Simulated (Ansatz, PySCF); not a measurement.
System: NO, charge 0, doublet. NO (SMILES [N]=O, doublet).
B3LYP-D3(BJ)/def2-TZVP minimum from Ansatz (a quantum-chemistry and plane-wave program):
```xyz
2

N      0.0000     0.0000    -0.6106
O      0.0000     0.0000     0.5343
```
Charge 0, spin multiplicity 2.

Total energies in hartree (Ansatz). Radicals and triplets start from unrestricted determinants; spin-orbit coupling is neglected. Cores are frozen in correlated methods. No relativity. The UHF reference of NO ([N]=O, doublet) is spin-contaminated (<S^2> up to 0.04 over the pure value in the sets run).

```csv
species,HF/cc-pVTZ,CCSD(T)/cc-pVTZ,HF/cc-pVQZ,CCSD(T)/cc-pVQZ,CCSDT(Q)/cc-pVQZ
"1: NO (SMILES O=[N], doublet)",-129.29743,-129.71669,-129.30715,-129.75435,-129.75612
2: N (quartet),-54.40069,-54.51471,-54.40372,-54.52482,-54.52521
3: O (triplet),-74.81176,-74.97396,-74.81729,-74.99357,-74.99396
```

Task: Work out the enthalpy of formation at 298 K (by atomisation, with ideal-gas terms from PySCF's Hessian at B3LYP-D3(BJ)/def2-TZVP and the atoms' measured values of the G2/97 table; no spin-orbit terms) in kJ/mol: take Hartree-Fock from cc-pVQZ, extrapolate the CCSD(T) correlation energy as X^-3 (X = 3, 4), and add CCSDT(Q) - CCSD(T) in cc-pVQZ. The further terms named in the bracket sum to +0.27783 hartree. 1 hartree = 2625.5 kJ/mol.

Result: 
Species 1: correlation (64·(-0.44720) - 27·(-0.41926))/37 = -0.46759; step -0.00177; E1 = -129.30715 + (-0.46759) + (-0.00177) = -129.77651
Species 2: correlation (64·(-0.12110) - 27·(-0.11402))/37 = -0.12627; step -0.00039; E2 = -54.40372 + (-0.12627) + (-0.00039) = -54.53038
Species 3: correlation (64·(-0.17628) - 27·(-0.16220))/37 = -0.18655; step -0.00039; E3 = -74.81729 + (-0.18655) + (-0.00039) = -75.00423
+1·E1 -1·E2 -1·E3 +0.27783 = 0.03593 hartree = 94.3 kJ/mol. Measured: 21.8 kcal/mol, 91.1 kJ/mol (Active Thermochemical Tables 1.112 (ions: stationary electron), as tabulated in the package chemicals); atomic spin-orbit terms, which the calculations lack, would raise the computed values. The composite differs from it by +3.2 kJ/mol; core, relativistic and spin-orbit terms are not in it.
